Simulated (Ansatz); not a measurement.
Isolated molecules relaxed with PBE0-D4/def2-TZVP in Ansatz; ΔE leaves out vibrations. CCSD(T)/CBS is the MP2 limit (def2-TZVPP, def2-QZVPP) plus CCSD(T) − MP2 in def2-TZVPP, frozen cores. This one scheme is used for every species. DFT in def2-TZVPP. B3LYP here is the variant with VWN-RPA as its local correlation; programs differ in this. Each species was taken in one conformer, which may not be the lowest.

Consider the formal hydrolysis of a C–C bond: `CN=CC(C)=N` + H₂O → `CC(=N)O` + `C=NC`.

| level | ΔE (kJ/mol) | difference from CCSD(T)/CBS |
| --- | --- | --- |
| PBE-D4 | 4.0 | -10.9 |
| B3LYP-D4 | 4.9 | -10.0 |
| ωB97X-V | 0.0 | -14.9 |
| r2SCAN | 0.0 | -14.9 |
| PBE0 | 0.5 | -14.4 |
| SCS-MP2/def2-TZVPP | 11.6 | -3.3 |
| CCSD/def2-TZVPP | 8.4 | -6.5 |
| MP2/def2-QZVPP | 18.3 | 3.4 |
| SCS-MP2/def2-QZVPP | 14.1 | -0.8 |
| CCSD/CBS(def2) | 12.4 | -2.5 |
| CCSD(T)/CBS | 14.9 | 0 |

Largest T1 diagnostic among the species: 0.013.

The D4 term adds +7.4 kJ/mol with B3LYP and +4.4 kJ/mol with PBE0; it sums over pairs of atoms, weighted by their polarisabilities, and B3LYP, whose exchange is more repulsive, gets the larger term. In def2-TZVPP, CCSD(T) changes the Hartree–Fock value by +18.4 kJ/mol (the triples alone add +2.5 kJ/mol) and MP2 by +23.3 kJ/mol.
